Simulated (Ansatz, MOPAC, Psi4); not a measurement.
System: sulfur dioxide, SO₂, charge 0, multiplicity 1. SMILES: O=S=O
Geometry: optimised at B3LYP-D3(BJ)/def2-TZVP (Ansatz, a program for electronic structure).

AM1 beside other levels, property by property. Set-up: UHF or UKS for open shells; non-relativistic; dispersion terms only where a functional's name holds one; PM7 with its own dispersion and hydrogen-bond terms; spin-orbit terms left out; each state is the SCF solution reached for its charge and spin; six Cartesian d functions in 6-31G* and its kin unless marked 5d. Ab initio and DFT rows: single points at B3LYP-D3(BJ) geometries (Ansatz), with unscaled harmonic terms from B3LYP/6-31G* at its own minima, enthalpies of formation by atomisation with measured atoms. Semi-empirical rows: MOPAC heats of formation at their own minima for 298 K; differences of heats of formation at the shared geometry for vertical values; dipoles at the shared geometry.

Measured values: CCCBDB table in ASE; G2/97 table in ASE (Curtiss et al.); NIST CCCBDB, as tabulated in the package chemicals; they hold spin-orbit and core effects, anharmonicity. 

```
property                                        AM1 (MOPAC)  PM3 (MOPAC)  PM7 (MOPAC)  wB97X-D/6-31G* (Psi4)  to compare with
----------------------------------------------  -----------  -----------  -----------  ---------------------  ---------------
vertical ionisation energy to the doublet (eV)        10.08         9.89        10.02                  12.35   12.50 measured
enthalpy of formation at 298 K (kcal/mol)             -47.0        -50.8        -65.2                  -42.2   -71.0 measured
size of the dipole moment (D)                          3.38         2.63         3.38                   1.81    1.63 measured
```

As the rows show:
- vertical ionisation energy to the doublet: AM1 lies 2.42 eV below the measured value.
- enthalpy of formation at 298 K: AM1 lies 24.0 kcal/mol above the measured value.
- size of the dipole moment: AM1 lies 1.75 D above the measured value.

The properties are those with a value to compare with, at most eight drawn at random. No case is left out for the size of its miss. Left out are saddle points of the reference geometry, anions that the best level run finds unbound, excited spin states, species near biochemistry, cases with under five habitual levels, runs that failed or whose electronic state is in doubt, and table entries that another table contradicts.
